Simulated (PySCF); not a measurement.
The vertical singlet excitations below were computed for one of the candidates. The calculation used PySCF, TDDFT CAM-B3LYP/def2-SVPD, vertical, gas phase, core orbitals frozen in the response. Geometries: PBE0-D3(BJ)/def2-SVP, one conformer each.

| state | E (eV) | λ (nm) | f |
| --- | --- | --- | --- |
| S1 | 5.02 | 247.0 | 0.047 |
| S2 | 5.72 | 216.9 | 0.0003 |
| S3 | 5.82 | 213.1 | 0.044 |
| S4 | 6.41 | 193.5 | 0.0001 |
| S5 | 6.69 | 185.4 | 0.0034 |
| S6 | 6.74 | 184.0 | 0.539 |
| S7 | 6.84 | 181.4 | 0.622 |
| S8 | 6.88 | 180.2 | 0.0044 |
| S9 | 7.27 | 170.6 | 0.0011 |
| S10 | 7.32 | 169.3 | 0.0001 |

Question: Which structure fits? All have the formula C8H10O.
A. `C[C@@H](O)C1=CC=CC=C1`
B. `CC(=O)[C@@H]1C=CC=C1C`
C. `C#C[C@@H](CC)C(=O)C=C`
D. `Cc1ccc(O)c(C)c1`

Answer: D. Its S1 lies at 5.02 eV; the nearest of the others has S1 at 5.41 eV. S1 is HOMO→LUMO (81%), HOMO-1→LUMO+2 (17%). Löwdin shares by element: HOMO carbon 47% or more, oxygen 16% (atoms not listed hold the other 37%); LUMO carbon 65% or more (atoms not listed hold the other 35%). At the same level the other candidates give, for their lowest levels:
- `CC(=O)[C@@H]1C=CC=C1C`: 4.45 eV (f 0.002); 4.80 eV (f 0.087); 5.45 eV (f 0.029); 6.01 eV (f 0.086); 6.29 eV (f 0.003); T1 2.94 eV; HOMO -7.74, LUMO 0.07 eV
- `C[C@@H](O)c1ccccc1`: 5.41 eV (f 0.001); 6.06 eV (f 0.027); 6.83 eV (f 0.411); 6.93 eV (f 0.419); 7.10 eV (f 0.210); T1 4.06 eV; HOMO -8.35, LUMO 0.65 eV
- `C#C[C@@H](CC)C(=O)C=C`: 3.87 eV (f 0.001); 5.87 eV (f 0.072); 5.95 eV (f 0.229); 6.28 eV (f 0.020); 6.49 eV (f 0.001); HOMO -8.76, LUMO -0.72 eV

Conformer computed: `[CH3:1][c:2]1[cH:3][cH:4][c:5]([OH:6])[c:7]([CH3:8])[cH:9]1`: H–O6–C5–C4 0°.
Triplets come from the Tamm–Dancoff approximation.
